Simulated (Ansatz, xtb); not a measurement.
Two isomers of C6H8

Structure X is `CC1=CC=CC1`, a singlet and structure Y is `CC1=CCC=C1`, a singlet. Both are isolated molecules in the gas phase, relaxed with B3LYP-D3(BJ)/def2-SVP.

Energies in hartree; the thermal terms are from GFN2-xTB frequencies at re-optimised GFN2-xTB minima (ideal gas, soft modes damped towards free rotors, one conformer each, 298.15 K, 1 atm) and include the zero-point energy:

|  | X | Y |
| --- | --- | --- |
| E, CCSD(T)/def2-SVP | −232.560938 | −232.561041 |
| E, MP2/def2-SVP | −232.471399 | −232.471452 |
| E, MP2/def2-TZVPP | −232.894221 | −232.894621 |
| zero-point energy | 0.118055 | 0.117997 |
| H(298 K) − E | 0.124914 | 0.124828 |
| G(298 K) − E | 0.088912 | 0.088941 |

Q: Correct the CCSD(T) difference for the basis set by the MP2 change, then work out ΔE, ΔE₀, ΔH and ΔG for X → Y in kcal/mol (1 Eh = 627.51 kcal/mol) and the equilibrium ratio [Y]/[X].

A: 1. Differences Y − X: CCSD(T) −0.000103, MP2 in the small set −0.000053, MP2 in the large set −0.000400 Eh.
2. ΔE = −0.000103 + (−0.000400 − (−0.000053)) = −0.000450 Eh = −0.28 kcal/mol.
3. ΔE₀ = ΔE + ΔZPE = −0.000450 + (−0.000058) Eh = −0.32 kcal/mol.
4. ΔH = ΔE + (−0.000086) Eh = −0.34 kcal/mol.
5. ΔG = ΔE + (+0.000029) Eh = −0.26 kcal/mol, so ΔS = (ΔH − ΔG)/T = −1.0 J/(mol K).
6. kT = 0.9442 mEh, so K = [Y]/[X] = exp(−ΔG/kT) = exp(+0.45) ≈ 1.6.

The two are too close for this level to say which is favoured. An error of 1 kcal/mol in ΔG would change K by a factor of 5.4. Mirror images and further conformers aren't counted.

As drawn, both hold the same kinds of bond in the same numbers.

Other levels gave ΔE = +0.2 (GFN2-xTB); +0.2 (HF/STO-3G, GFN2-xTB geometries); 0.0 (r2SCAN-D4/def2-SVP, GFN2-xTB geometries); 0.0 (B3LYP-D3(BJ)/def2-SVP); −0.2 (HF/def2-SVP); 0.0 (MP2/def2-SVP); −0.1 (CCSD(T)/def2-SVP) kcal/mol. The correlated steps freeze 6 core orbitals. Programs: Ansatz 0.2.0, xtb 6.7.1.
